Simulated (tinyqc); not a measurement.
MP2 on RHF in the sto-3g basis, frozen core, for HF, spin multiplicity 1, step by step. Computed by tinyqc, a small Python program that keeps every step (integrals from PySCF). Settings: charge = 0, multiplicity = 1, basis = sto-3g, method = RHF, frozen orbitals = 1, energy threshold = 1e-10, iteration cap = 69, orthogonalisation = canonical, start = atomic densities, DIIS depth = 6. Command: `OMP_NUM_THREADS=1 python tinyqc.py 21535 21536 out.jsonl` (the two numbers bound the seeds that draw the settings). One thread of a shared host (Intel(R) Xeon(R) Processor @ 2.60GHz), about 0.1 s of CPU time with the checks. The early iterations of the SCF are left out here.

## One-electron integrals

Geometry (angstrom):
```
atom         x         y         z
F     0.000000  0.000000  0.000000
H     0.000000  0.000000  1.103000
```

Basis sto-3g: exponents (1/bohr^2) and contraction coefficients of normalised primitives:
```
element  l (shell)    exponent  coefficient
F            s (1)  166.679130     0.154329
F            s (1)   30.360812     0.535328
F            s (1)    8.216821     0.444635
F            s (2)    6.464803    -0.099967
F            s (2)    1.502281     0.399513
F            s (2)    0.488588     0.700115
F            p (3)    6.464803     0.155916
F            p (3)    1.502281     0.607684
F            p (3)    0.488588     0.391957
H            s (1)    3.425251     0.154329
H            s (1)    0.623914     0.535328
H            s (1)    0.168855     0.444635
```

Overlap, kinetic and nuclear-attraction integrals over the contracted functions; the nuclear repulsion is the sum of Za Zb / Rab.

nuclear repulsion = 4.31785576 hartree

overlap S, lower triangle:
```
           1F 1s     1F 2s    1F 2px    1F 2py    1F 2pz     2H 1s
1F 1s   1.000000
1F 2s   0.237990  1.000000
1F 2px  0.000000  0.000000  1.000000
1F 2py  0.000000  0.000000  0.000000  1.000000
1F 2pz  0.000000  0.000000  0.000000  0.000000  1.000000
2H 1s   0.031690  0.334341  0.000000  0.000000  0.281580  1.000000
```

kinetic energy T (hartree), lower triangle:
```
            1F 1s     1F 2s    1F 2px    1F 2py    1F 2pz     2H 1s
1F 1s   36.984577
1F 2s   -0.212858  1.037995
1F 2px   0.000000  0.000000  3.248015
1F 2py   0.000000  0.000000  0.000000  3.248015
1F 2pz   0.000000  0.000000  0.000000  0.000000  3.248015
2H 1s   -0.007428  0.050084  0.000000  0.000000  0.149935  0.760032
```

nuclear attraction V (hartree), lower triangle:
```
             1F 1s       1F 2s      1F 2px      1F 2py      1F 2pz      2H 1s
1F 1s   -77.489341
1F 2s    -9.290987  -12.020112
1F 2px    0.000000    0.000000  -11.903082
1F 2py    0.000000    0.000000    0.000000  -11.903082
1F 2pz   -0.010407   -0.128515    0.000000    0.000000  -11.976182
2H 1s    -1.268825   -2.957022    0.000000    0.000000   -2.168754  -5.456011
```

core Hamiltonian H = T + V (hartree), lower triangle:
```
             1F 1s       1F 2s     1F 2px     1F 2py     1F 2pz      2H 1s
1F 1s   -40.504765
1F 2s    -9.503845  -10.982116
1F 2px    0.000000    0.000000  -8.655068
1F 2py    0.000000    0.000000   0.000000  -8.655068
1F 2pz   -0.010407   -0.128515   0.000000   0.000000  -8.728167
2H 1s    -1.276253   -2.906938   0.000000   0.000000  -2.018820  -4.695979
```

## Two-electron integrals

Functions are numbered as in S; the eight-fold symmetry (ij|kl) = (ji|kl) = (kl|ij) leaves the list below.

Two-electron integrals (ij|kl) in chemists' order, unique and non-zero (hartree):
```
(11|11) 5.403501   (21|11) 0.841920   (21|21) 0.156299   (22|11) 1.268028
(22|21) 0.292344   (22|22) 0.926167   (31|31) 0.027998   (32|31) 0.043169
(32|32) 0.204588   (33|11) 1.264502   (33|21) 0.292403   (33|22) 0.925959
(33|33) 0.997514   (41|41) 0.027998   (42|41) 0.043169   (42|42) 0.204588
(43|43) 0.053770   (44|11) 1.264502   (44|21) 0.292403   (44|22) 0.925959
(44|33) 0.889973   (44|44) 0.997514   (51|51) 0.027998   (52|51) 0.043169
(52|52) 0.204588   (53|53) 0.053770   (54|54) 0.053770   (55|11) 1.264502
(55|21) 0.292403   (55|22) 0.925959   (55|33) 0.889973   (55|44) 0.889973
(55|55) 0.997514   (61|11) 0.113568   (61|21) 0.020915   (61|22) 0.038904
(61|33) 0.038843   (61|44) 0.038843   (61|51) 0.000854   (61|52) 0.001606
(61|55) 0.039031   (61|61) 0.002827   (62|11) 0.299004   (62|21) 0.069910
(62|22) 0.248451   (62|33) 0.244750   (62|44) 0.244750   (62|51) 0.004769
(62|52) 0.037816   (62|55) 0.255608   (62|61) 0.009500   (62|62) 0.083301
(63|31) 0.007180   (63|32) 0.043069   (63|53) 0.007882   (63|63) 0.012122
(64|41) 0.007180   (64|42) 0.043069   (64|54) 0.007882   (64|64) 0.012122
(65|11) 0.208274   (65|21) 0.049305   (65|22) 0.187559   (65|33) 0.179638
(65|44) 0.179638   (65|51) 0.010114   (65|52) 0.070015   (65|55) 0.203184
(65|61) 0.006969   (65|62) 0.077191   (65|65) 0.083137   (66|11) 0.469646
(66|21) 0.111596   (66|22) 0.458172   (66|33) 0.443043   (66|44) 0.443043
(66|51) 0.009161   (66|52) 0.103283   (66|55) 0.487941   (66|61) 0.015246
(66|62) 0.200849   (66|65) 0.216557   (66|66) 0.774606
```

## Orthogonalisation

S = U s U^T; canonical form X = U s^(-1/2), so that X^T S X = 1. Each column of U has its largest component positive (the first on a tie).

eigenvalues of S: 0.533931  0.847208  1.000000  1.000000  1.128641  1.490219

X:
```
                1          2         3          4          5         6
1F 1s    0.357931   0.730455  0.000000   0.000000  -0.573319  0.269924
1F 2s   -0.819065  -0.425624  0.000000   0.000000  -0.346487  0.486583
1F 2px   0.000000   0.000000  0.089449   0.995991   0.000000  0.000000
1F 2py   0.000000   0.000000  0.995991  -0.089449   0.000000  0.000000
1F 2pz  -0.535883   0.599760  0.000000   0.000000   0.601470  0.299435
2H 1s    0.886989  -0.325444  0.000000   0.000000   0.274785  0.521304
```

Within a degenerate level the vectors are fixed only up to a rotation; this is one choice.

## Iteration 7 (converged): orbitals

converged F (hartree), lower triangle:
```
             1F 1s      1F 2s     1F 2px     1F 2py     1F 2pz      2H 1s
1F 1s   -25.907218
1F 2s    -6.624207  -3.025018
1F 2px    0.000000   0.000000  -0.462065
1F 2py    0.000000   0.000000   0.000000  -0.462065
1F 2pz   -0.018541  -0.046736   0.000000   0.000000  -0.264178
2H 1s    -0.898740  -0.825518   0.000000   0.000000  -0.490082  -0.388446
```

Diagonalise F' = X^T F X, C = X C', fill 5 alpha and 5 beta electrons from the bottom; D = 2 C_occ C_occ^T. Each column has its largest component positive (the first on a tie).

F' = X^T F X (hartree), lower triangle:
```
           1          2          3          4           5          6
1  -0.785138
2  -3.375290  -9.990895
3   0.000000   0.000000  -0.462065
4   0.000000   0.000000   0.000000  -0.462065
5   2.782776  10.093425   0.000000   0.000000  -11.324770
6  -1.479399  -6.126114   0.000000   0.000000    6.921503  -5.314439
```

orbital energies (hartree): MO1 -25.916664, MO2 -1.429553, MO3 -0.527517, MO4 -0.462065, MO5 -0.462065, MO6 0.458492

coefficients C:
```
              MO1        MO2        MO3       MO4        MO5        MO6
1F 1s    0.994890  -0.255385   0.062855  0.000000   0.000000   0.065240
1F 2s    0.021196   0.978232  -0.325030  0.000000   0.000000  -0.381848
1F 2px   0.000000   0.000000   0.000000  0.057789   0.998329   0.000000
1F 2py   0.000000   0.000000   0.000000  0.998329  -0.057789   0.000000
1F 2pz   0.001812   0.044254   0.688234  0.000000   0.000000  -0.789102
2H 1s   -0.003974   0.120942   0.571712  0.000000   0.000000   0.947856
```

D after iteration 7, lower triangle:
```
            1F 1s      1F 2s    1F 2px    1F 2py    1F 2pz     2H 1s
1F 1s    2.117955
1F 2s   -0.498336   2.126063
1F 2px   0.000000   0.000000  2.000000
1F 2py   0.000000   0.000000  0.000000  2.000000
1F 2pz   0.067521  -0.360737  0.000000  0.000000  0.951256
2H 1s    0.002188  -0.135198  0.000000  0.000000  0.797633  0.682994
```

Within a degenerate level the vectors are fixed only up to a rotation; this is one choice.

## Convergence

Stop when the energy changes by less than 1e-10 hartree and every element of the error matrix X^T (F D S - S D F) X is below 3e-06.

Course of the cycle:
```
iteration   E (hartree)     change  largest element of the error matrix
1          -99.23346696          -                             7.61e-01
2          -98.50214191   7.31e-01                             2.01e-01
3          -98.55090793  -4.88e-02                             2.40e-02
4          -98.55143157  -5.24e-04                             3.83e-03
5          -98.55143868  -7.11e-06                             5.08e-05
6          -98.55143868  -1.51e-09                             6.22e-07
7          -98.55143868  -5.12e-13                             4.15e-09
```

PySCF RHF in the same basis = -98.55143868 hartree

Converged in 7 iterations.

## Integrals over molecular orbitals

(pq|rs) = sum C_ip C_jq C_kr C_ls (ij|kl), one index at a time.

one-electron integrals over orbitals h = C^T H C (hartree), lower triangle:
```
            1          2          3          4          5          6
1  -40.487133
2    0.715397  -9.129650
3   -0.166959   0.541394  -7.144512
4    0.000000   0.000000   0.000000  -8.655068
5    0.000000   0.000000   0.000000   0.000000  -8.655068
6   -0.178014   0.955182   2.097125   0.000000   0.000000  -6.064038
```

Two-electron integrals over orbitals (pq|rs), unique and non-zero (hartree); the lowest 1 orbital is frozen and left out:
```
(22|22) 0.863776    (32|22) -0.039036   (32|32) 0.146561    (33|22) 0.720717
(33|32) -0.026900   (33|33) 0.712102    (42|42) 0.186149    (43|42) -0.034530
(43|43) 0.040104    (44|22) 0.888117    (44|32) -0.073341   (44|33) 0.710428
(44|44) 0.997514    (52|52) 0.186149    (53|52) -0.034530   (53|53) 0.040104
(54|54) 0.053770    (55|22) 0.888117    (55|32) -0.073341   (55|33) 0.710428
(55|44) 0.889973    (55|55) 0.997514    (62|22) -0.105077   (62|32) -0.064939
(62|33) -0.026857   (62|44) -0.103131   (62|55) -0.103131   (62|62) 0.092880
(63|22) -0.207520   (63|32) 0.089559    (63|33) -0.105676   (63|44) -0.225284
(63|55) -0.225284   (63|62) 0.045992    (63|63) 0.208861    (64|42) -0.034568
(64|43) -0.019467   (64|64) 0.030093    (65|52) -0.034568   (65|53) -0.019467
(65|65) 0.030093    (66|22) 0.657406    (66|32) 0.056615    (66|33) 0.660977
(66|44) 0.636953    (66|55) 0.636953    (66|62) -0.060150   (66|63) -0.021072
(66|66) 0.694280
```

## Second-order Moller-Plesset energy

Hartree-Fock energy = -98.55143868 hartree

E2 = sum_ijab (ia|jb) [2 (ia|jb) - (ib|ja)] / (e_i + e_j - e_a - e_b) over occupied i, j and virtual a, b; the opposite-spin part is (ia|jb)^2 / denominator, the rest is same-spin, and SCS-MP2 scales them by 6/5 and 1/3.

Terms:
```
i  j  a  b   (ia|jb)   (ib|ja)  denominator       term
3  3  6  6  0.208861  0.208861    -1.972020  -0.022121
2  2  6  6  0.092880  0.092880    -3.776091  -0.002285
2  3  6  6  0.045992  0.045992    -2.874055  -0.000736
3  2  6  6  0.045992  0.045992    -2.874055  -0.000736
5  5  6  6  0.030093  0.030093    -1.841116  -0.000492
4  4  6  6  0.030093  0.030093    -1.841116  -0.000492
```

Pair energies (hartree; pair i-j sums ij and ji):
```
pair  opposite spin  same spin
2-2       -0.002285   0.000000
3-2       -0.001472   0.000000
3-3       -0.022121   0.000000
4-4       -0.000492   0.000000
5-5       -0.000492   0.000000
```

MP2 correlation energy = -0.02686119 hartree

SCS-MP2 correlation energy = -0.03223343 hartree

MP2 total energy = -98.57829988 hartree
